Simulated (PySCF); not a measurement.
**AlF⁺: script and output**

The script input.py:

```python
from pyscf import gto, scf, cc

mol = gto.M(
    atom='Al 0 0 0; F 0 0 1.547',
    basis='3-21g',
    charge=1,
    spin=1,
    symmetry=True,
    verbose=4,
)
mf = scf.UHF(mol)
mf.kernel()
mycc = cc.CCSD(mf)
mycc.kernel()
mf.dip_moment()
print('orbital energies (hartree):', [e[max(0, n-3):n+3].round(4) for e, n in zip(mf.mo_energy, mol.nelec)])
```

```bash
$ OMP_NUM_THREADS=1 python input.py
```

The log (some set-up lines and the per-cycle HOMO/LUMO lines with their warnings removed):

```
PySCF version 2.14.0

[INPUT] Symbol           X                Y                Z      unit          X                Y                Z       unit  Magmom
[INPUT]  1 Al     0.000000000000   0.000000000000   0.000000000000 AA    0.000000000000   0.000000000000   0.000000000000 Bohr   0.0
[INPUT]  2 F      0.000000000000   0.000000000000   1.547000000000 AA    0.000000000000   0.000000000000   2.923406314702 Bohr   0.0

nuclear repulsion = 40.0218058678992
point group symmetry = Coov
symmetry origin: [0.         0.         1.19593895]
symmetry axis x: [1. 0. 0.]
symmetry axis y: [0. 1. 0.]
symmetry axis z: [0. 0. 1.]
num. orbitals of irrep A1 = 12
num. orbitals of irrep E1x = 5
num. orbitals of irrep E1y = 5
number of shells = 12
number of NR pGTOs = 42
number of NR cGTOs = 22
basis = 3-21g
ecp = {}

******** <class 'pyscf.scf.uhf_symm.SymAdaptedUHF'> ********
method = SymAdaptedUHF
initial guess = minao
damping factor = 0
level_shift factor = 0
DIIS = <class 'pyscf.scf.diis.CDIIS'>
SCF conv_tol = 1e-09
SCF max_cycles = 50
number electrons alpha = 11  beta = 10
Freeze 0 electrons in irreps []
    21 free electrons in irreps A1 E1x E1y
init E= -339.24627780476

cycle= 1 E= -339.176026716358  delta_E= 0.0703  |g|= 0.339  |ddm|= 0.929
cycle= 2 E= -339.223093770482  delta_E= -0.0471  |g|= 0.226  |ddm|=  0.5
cycle= 3 E= -339.238429760292  delta_E= -0.0153  |g|= 0.0272  |ddm|= 0.121
cycle= 4 E= -339.239900019166  delta_E= -0.00147  |g|= 0.00724  |ddm|= 0.0953
cycle= 5 E= -339.239998707299  delta_E= -9.87e-05  |g|= 0.00268  |ddm|= 0.0225
cycle= 6 E= -339.240010577814  delta_E= -1.19e-05  |g|= 0.00104  |ddm|= 0.00621
cycle= 7 E= -339.2400127494  delta_E= -2.17e-06  |g|= 0.000175  |ddm|= 0.00329
cycle= 8 E= -339.240012818192  delta_E= -6.88e-08  |g|= 5.79e-05  |ddm|= 0.000523
cycle= 9 E= -339.240012824938  delta_E= -6.75e-09  |g|= 1.1e-05  |ddm|= 0.000168
cycle= 10 E= -339.240012825099  delta_E= -1.61e-10  |g|= 2.75e-06  |ddm|= 2e-05
Extra cycle  E= -339.240012825108  delta_E= -8.98e-12  |g|= 1.35e-06  |ddm|= 4.73e-06
converged SCF energy = -339.240012825108  <S^2> = 0.75248855  2S+1 = 2.002487

******** <class 'pyscf.cc.uccsd.UCCSD'> ********
CC2 = 0
CCSD nocc = (np.int64(11), np.int64(10)), nmo = (22, 22)
max_cycle = 50
direct = 0
conv_tol = 1e-07
conv_tol_normt = 1e-06
Init t2, MP2 energy = -0.141394665036575
Init E_corr(UCCSD) = -0.141394665038191
cycle = 1  E_corr(UCCSD) = -0.134597957563033  dE = 0.00679670748  norm(t1,t2) = 0.0816737
cycle = 2  E_corr(UCCSD) = -0.14084683621286  dE = -0.00624887865  norm(t1,t2) = 0.0283515
cycle = 3  E_corr(UCCSD) = -0.140309838209407  dE = 0.000536998003  norm(t1,t2) = 0.0221045
cycle = 4  E_corr(UCCSD) = -0.141539091075683  dE = -0.00122925287  norm(t1,t2) = 0.00956249
cycle = 5  E_corr(UCCSD) = -0.141526465861095  dE = 1.26252146e-05  norm(t1,t2) = 0.00170316
cycle = 6  E_corr(UCCSD) = -0.141482049307266  dE = 4.44165538e-05  norm(t1,t2) = 0.000766236
cycle = 7  E_corr(UCCSD) = -0.14149211878488  dE = -1.00694776e-05  norm(t1,t2) = 0.000309282
cycle = 8  E_corr(UCCSD) = -0.141499351090834  dE = -7.23230595e-06  norm(t1,t2) = 0.000105016
cycle = 9  E_corr(UCCSD) = -0.141499479626698  dE = -1.28535864e-07  norm(t1,t2) = 4.27729e-05
cycle = 10  E_corr(UCCSD) = -0.141498160365598  dE = 1.3192611e-06  norm(t1,t2) = 1.51583e-05
cycle = 11  E_corr(UCCSD) = -0.141498524917563  dE = -3.64551965e-07  norm(t1,t2) = 6.18259e-06
cycle = 12  E_corr(UCCSD) = -0.141498295045624  dE = 2.29871939e-07  norm(t1,t2) = 3.03259e-06
cycle = 13  E_corr(UCCSD) = -0.141498329845418  dE = -3.47997939e-08  norm(t1,t2) = 1.38693e-06
cycle = 14  E_corr(UCCSD) = -0.141498339232091  dE = -9.38667308e-09  norm(t1,t2) = 5.42331e-07
UCCSD converged
E(UCCSD) = -339.38151116434  E_corr = -0.141498339232091

WARN: System has nonzero charge 1; the dipole moment is origin-dependent.
Location of origin: [0. 0. 0.]

Dipole moment(X, Y, Z, Debye):  0.00000,  0.00000, -2.52292
orbital energies (hartree): [array([-0.8605, -0.8605, -0.6852, -0.2022, -0.2022, -0.0682]), array([-0.8895, -0.8644, -0.8644, -0.2956, -0.1526, -0.1526])]
```

In short: E(SCF) = -339.240013 Eh, 10 cycles, E(CCSD) − E(SCF) = -0.14150 Eh, ⟨S²⟩ = 0.752.

Run time: 1 s on 1 thread of Intel Xeon Platinum 8375C @ 2.90GHz (shared host), peak memory 0.13 GiB.

The basis is very small, so the numbers show the basis as much as the system. The bond length is a typed value, not an optimised one. The dipole of an ion depends on the origin. No search for the lowest solution was made.
